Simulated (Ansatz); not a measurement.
**Worked example: correlation energy of SiGeCl⁺, triplet**

Geometry: that of the SiGeCl, doublet, kept fixed.

```
atom   x (Å)    y (Å)    z (Å)
  Cl  0.0000   0.8853   1.3034
  Ge  0.0000   0.0874  -0.9839
  Si  0.0000  -1.3435   0.8994
```

Basis cc-pVDZ; Ansatz 0.2.0. Correlated methods freeze the noble-gas cores and the filled d shells of p-block atoms, which leaves 14 electrons in 39 orbitals. Prefix R: restricted or restricted open-shell reference; prefix U: unrestricted. No spin–orbit coupling is included, and no scalar relativity.

Full CI isn't at hand for all of this; UCCSDT(Q) serves as the reference, and is uncertain by about the last step of the cluster series.

Runs differ by some tens of microhartree through their thresholds and, for an open shell, their frozen cores, so steps under 0.03 kcal/mol mean nothing.

```csv
level,total energy (hartree)
UHF,-2823.483920
UMP2,-2823.740223
UCCSD,-2823.777104
UCCSD(T),-2823.789422
UCCSDT,-2823.791288
UCCSDT(Q),-2823.792420
```

Question: What is the correlation energy at UCCSDT(Q), and what share of it do UMP2 and UCCSD recover?

Answer: E(corr) = -2823.792420 − (-2823.483920) = -0.308500 hartree = -8.395 eV. UMP2: -0.256303 / -0.308500 = 83.08 %. UCCSD: -0.293184 / -0.308500 = 95.04 %.

Question: By how many kcal/mol does UCCSD(T) miss UCCSDT(Q) (1 hartree = 627.509 kcal/mol), and which steps make up the rest?

Answer: -2823.789422 − (-2823.792420) = 0.002998 hartree = 1.88 kcal/mol. Steps: UCCSDT − UCCSD(T) = -1.17, UCCSDT(Q) − UCCSDT = -0.71 kcal/mol. Differences between like states or geometries often cancel part of this.
